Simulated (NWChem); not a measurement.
Everything below was run with NWChem. System: AlCl3, charge 0, spin multiplicity 1, at a geometry optimised with PBE/def2-SVP. The structure started from a generated list of species. Level: PBE/def2-TZVP.

Input file:

```
start mol
memory heap 200 mb stack 900 mb global 1100 mb
geometry units angstroms nocenter noautoz
  Al     0.000000     0.000000    -0.000003
  Cl     0.000000     0.000000     2.093685
  Cl     1.813196     0.000000    -1.046841
  Cl    -1.813196     0.000000    -1.046841
  symmetry group C2v
end
basis spherical
  * library def2-tzvp
end
dft
  xc xpbe96 cpbe96
  semidirect memsize 60000000 filesize 0
  iterations 100
end
task dft energy
```

Output (cleaned and shortened):

```
             Northwest Computational Chemistry Package (NWChem) 7.3.0
             --------------------------------------------------------

                                NWChem Input Module
                                -------------------

 Scaling coordinates for geometry "geometry" by  1.889725989
 (inverse scale =  0.529177249)

 Turning off AUTOSYM since
 SYMMETRY directive was detected!

                             Geometry "geometry" -> ""
                             -------------------------

 Output coordinates in angstroms (scale by  1.889725989 to convert to a.u.)

  No.       Tag          Charge          X              Y              Z
 ---- ---------------- ---------- -------------- -------------- --------------
    1 Al                  13.0000     0.00000000     0.00000000    -0.00000300
    2 Cl                  17.0000     0.00000000     0.00000000     2.09368500
    3 Cl                  17.0000     1.81319600     0.00000000    -1.04684100
    4 Cl                  17.0000    -1.81319600     0.00000000    -1.04684100

 Effective nuclear repulsion energy (a.u.)     294.0886890180

            Nuclear Dipole moment (a.u.)
            ----------------------------
        X                 Y               Z
 ---------------- ---------------- ----------------
     0.0000000000     0.0000000000     0.0000226767

      Symmetry information
      --------------------

 Group name             C2v
 Group number             16
 Group order               4
 No. of unique centers     3

      Symmetry unique atoms

     1    2    3


 Summary of "ao basis" -> "" (spherical)
 ------------------------------------------------------------------------------
       Tag                 Description            Shells   Functions and Types
 ---------------- ------------------------------  ------  ---------------------
 *                         def2-tzvp                  on all atoms

  pbe96 is a nonlocal functional; adding pw91lda local functional.

                                 NWChem DFT Module
                                 -----------------

 Summary of "ao basis" -> "ao basis" (spherical)
 ------------------------------------------------------------------------------
       Tag                 Description            Shells   Functions and Types
 ---------------- ------------------------------  ------  ---------------------
 Al                        def2-tzvp                13       37   5s5p2d1f
 Cl                        def2-tzvp                13       37   5s5p2d1f

 Summary of "ao basis" -> "ao basis" (spherical)
 ------------------------------------------------------------------------------
       Tag                 Description            Shells   Functions and Types
 ---------------- ------------------------------  ------  ---------------------
 Al                        def2-tzvp                13       37   5s5p2d1f
 Cl                        def2-tzvp                13       37   5s5p2d1f

      Symmetry analysis of basis
      --------------------------

        a1         57
        a2         18
        b1         43
        b2         30

            General Information
            -------------------
          SCF calculation type: DFT
          Wavefunction type:  closed shell.
          No. of atoms     :     4
          No. of electrons :    64
           Alpha electrons :    32
            Beta electrons :    32
          Charge           :     0
          Spin multiplicity:     1
          Use of symmetry is: on ; symmetry adaption is: on
[...]
 d= 0,ls=0.0,diis     5  -1622.5921354222 -1.61D-04  6.12D-05  1.86D-04     3.7
  Resetting Diis
 d= 0,ls=0.0,diis     6  -1622.5921557801 -2.04D-05  2.06D-05  1.77D-05     4.0
 d= 0,ls=0.0,diis     7  -1622.5921581665 -2.39D-06  4.95D-06  4.65D-07     4.4
 d= 0,ls=0.0,diis     8  -1622.5921581558  1.07D-08  2.99D-06  4.85D-07     4.7

         Total DFT energy =    -1622.592158155827
      One electron energy =    -2830.282895811533
           Coulomb energy =     1016.416509601907
    Exchange-Corr. energy =     -102.814460964213
 Nuclear repulsion energy =      294.088689018012

 Numeric. integr. density =       64.000000144837

     Total iterative time =      4.1s

                  Occupations of the irreducible representations
                  ----------------------------------------------

                     irrep           alpha         beta
                     --------     --------     --------
                     a1               15.0         15.0
                     a2                2.0          2.0
                     b1               10.0         10.0
                     b2                5.0          5.0

                       DFT Final Molecular Orbital Analysis
                       ------------------------------------

 Vector   30  Occ=2.000000D+00  E=-3.088389D-01  Symmetry=b2
              MO Center=  3.6D-11, -9.2D-15,  1.0D+00, r^2= 4.3D+00
   Bfn.  Coefficient  Atom+Function         Bfn.  Coefficient  Atom+Function
  ----- ------------  ---------------      ----- ------------  ---------------
    53      0.439699  2 Cl py                56      0.272338  2 Cl py
    90     -0.219977  3 Cl py               127     -0.219977  4 Cl py
    50      0.206477  2 Cl py                44     -0.171203  2 Cl py
    93     -0.136246  3 Cl py               130     -0.136246  4 Cl py
    87     -0.103296  3 Cl py               124     -0.103296  4 Cl py

 Vector   31  Occ=2.000000D+00  E=-3.088296D-01  Symmetry=a2
              MO Center= -3.6D-11, -1.3D-14, -1.0D+00, r^2= 4.3D+00
   Bfn.  Coefficient  Atom+Function         Bfn.  Coefficient  Atom+Function
  ----- ------------  ---------------      ----- ------------  ---------------
    90      0.380861  3 Cl py               127     -0.380861  4 Cl py
    93      0.235899  3 Cl py               130     -0.235899  4 Cl py
    87      0.178846  3 Cl py               124     -0.178846  4 Cl py
    81     -0.148293  3 Cl py               118      0.148293  4 Cl py
    84     -0.066996  3 Cl py               121      0.066996  4 Cl py

 Vector   32  Occ=2.000000D+00  E=-2.924740D-01  Symmetry=b1
              MO Center=  4.6D-14,  1.2D-19, -7.9D-04, r^2= 5.5D+00
   Bfn.  Coefficient  Atom+Function         Bfn.  Coefficient  Atom+Function
  ----- ------------  ---------------      ----- ------------  ---------------
    52      0.319456  2 Cl px                91     -0.276798  3 Cl pz
   128      0.276798  4 Cl pz                55      0.202956  2 Cl px
    94     -0.175853  3 Cl pz               131      0.175853  4 Cl pz
    89     -0.159841  3 Cl px               126     -0.159841  4 Cl px
    49      0.153563  2 Cl px                88     -0.133053  3 Cl pz

 Vector   33  Occ=0.000000D+00  E=-8.490337D-02  Symmetry=a1
              MO Center= -6.4D-15,  5.3D-14, -1.9D-06, r^2= 4.4D+00
   Bfn.  Coefficient  Atom+Function         Bfn.  Coefficient  Atom+Function
  ----- ------------  ---------------      ----- ------------  ---------------
     5      0.892160  1 Al s                  4      0.594162  1 Al s
     3     -0.275194  1 Al s                 57      0.252227  2 Cl pz
    42     -0.234006  2 Cl s                 79     -0.233999  3 Cl s
   116     -0.233999  4 Cl s                 92      0.218436  3 Cl px
   129     -0.218436  4 Cl px                54      0.201891  2 Cl pz

 Vector   34  Occ=0.000000D+00  E=-7.351263D-02  Symmetry=b2
              MO Center= -1.8D-14, -5.3D-14,  2.8D-06, r^2= 4.0D+00
   Bfn.  Coefficient  Atom+Function         Bfn.  Coefficient  Atom+Function
  ----- ------------  ---------------      ----- ------------  ---------------
    19      0.613375  1 Al py                16      0.580318  1 Al py
    56     -0.211099  2 Cl py                93     -0.211103  3 Cl py
   130     -0.211103  4 Cl py                53     -0.157315  2 Cl py
    90     -0.157319  3 Cl py               127     -0.157319  4 Cl py
     7     -0.121316  1 Al py                10     -0.098971  1 Al py

 Vector   35  Occ=0.000000D+00  E= 2.849430D-02  Symmetry=a1
              MO Center=  6.4D-10,  1.4D-16, -3.2D-01, r^2= 5.8D+00
   Bfn.  Coefficient  Atom+Function         Bfn.  Coefficient  Atom+Function
  ----- ------------  ---------------      ----- ------------  ---------------
    20      1.117806  1 Al pz                42     -0.475173  2 Cl s
    17      0.419862  1 Al pz                92     -0.262079  3 Cl px
   129      0.262079  4 Cl px                57      0.240945  2 Cl pz
    79      0.237562  3 Cl s                116      0.237562  4 Cl s
    94     -0.213008  3 Cl pz               131     -0.213008  4 Cl pz

 center of mass
 --------------
 x =   0.00000000 y =   0.00000000 z =   0.00000034

 moments of inertia (a.u.)
 ------------------
         821.093377000649           0.000000000000           0.000000000000
           0.000000000000        1642.198046668730           0.000000000000
           0.000000000000           0.000000000000         821.104669668082

     Multipole analysis of the density
     ---------------------------------

     L   x y z        total         alpha         beta         nuclear
     -   - - -        -----         -----         ----         -------
     0   0 0 0     -0.000000    -32.000000    -32.000000     64.000000

     1   1 0 0     -0.000000     -0.000000     -0.000000      0.000000
     1   0 1 0     -0.000000     -0.000000     -0.000000      0.000000
     1   0 0 1     -0.000206     -0.000114     -0.000114      0.000023

     2   2 0 0    -38.924916   -219.051226   -219.051226    399.177536
     2   1 1 0      0.000000      0.000000      0.000000      0.000000
     2   1 0 1      0.000000      0.000000      0.000000      0.000000
     2   0 2 0    -34.798094    -17.399047    -17.399047      0.000000
     2   0 1 1     -0.000000     -0.000000     -0.000000      0.000000
     2   0 0 2    -38.926022   -219.049034   -219.049034    399.172046

 Task  times  cpu:        4.7s     wall:        4.7s

 Total times  cpu:        4.7s     wall:        4.7s
```
